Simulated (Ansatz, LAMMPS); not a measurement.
Bulk modulus of hcp Ru: levels of theory against measurement

Reference value: 318 GPa (measured, zero-point energy and finite temperature contributions removed, our sources range from 318 to 336; as tabulated in doi:10.1021/acs.jctc.3c00612).

```json
[
 {"level (code)": "Lennard-Jones uff-vdw (LAMMPS)", "value (GPa)": "1.58", "cell (Å³/atom)": "16.88"},
 {"level (code)": "LDA (Ansatz)", "value (GPa)": "366", "cell (Å³/atom)": "13.09"},
 {"level (code)": "PBE (Ansatz)", "value (GPa)": "311", "cell (Å³/atom)": "13.77"},
 {"level (code)": "PBEsol (Ansatz)", "value (GPa)": "346", "cell (Å³/atom)": "13.32"},
 {"level (code)": "PBE-D4 (Ansatz)", "value (GPa)": "?", "cell (Å³/atom)": "13.52"},
 {"level (code)": "PBEsol-D3(BJ) (Ansatz)", "value (GPa)": "367", "cell (Å³/atom)": "13.04"},
 {"level (code)": "rVV10 (Ansatz)", "value (GPa)": "?", "cell (Å³/atom)": "14.13"},
 {"level (code)": "r²SCAN (Ansatz)", "value (GPa)": "?", "cell (Å³/atom)": "13.49"},
 {"level (code)": "r²SCAN+rVV10 (Ansatz)", "value (GPa)": "347", "cell (Å³/atom)": "13.39"}
]
```

### Question
Some entries are withheld; supply them.

### Answer

- PBE-D4 (Ansatz, a program for electronic structure), value (GPa): 329
- rVV10 (Ansatz), value (GPa): 295
- r²SCAN (Ansatz), value (GPa): 337

Errors against the reference: Lennard-Jones uff-vdw -100 %, LDA +15.1 %, PBE -2.2 %, PBEsol +8.8 %, PBE-D4 +3.5 %, PBEsol-D3(BJ) +15.4 %, rVV10 -7.2 %, r²SCAN +6.0 %, r²SCAN+rVV10 +9.1 %.

Leaving aside Lennard-Jones uff-vdw (doubt noted below): Once the reference is moved by up to 5.6 % (a margin picked here for doubts on the reference and the settings) and values within 1.7 % count as equal, the nearest can be PBE (-2.2 %), PBE-D4 (+3.5 %), r²SCAN (+6.0 %) or rVV10 (-7.2 %).

Lennard-Jones uff-vdw: this is a force field's van der Waals term alone, without bonds or charges. Each level is taken at its own relaxed cell. Cutoffs differ between the levels. Ansatz's density-functional and Hartree–Fock values are scalar-relativistic unless marked +SOC, with PAW data made under PBE.

Differences are worked out from the printed values.
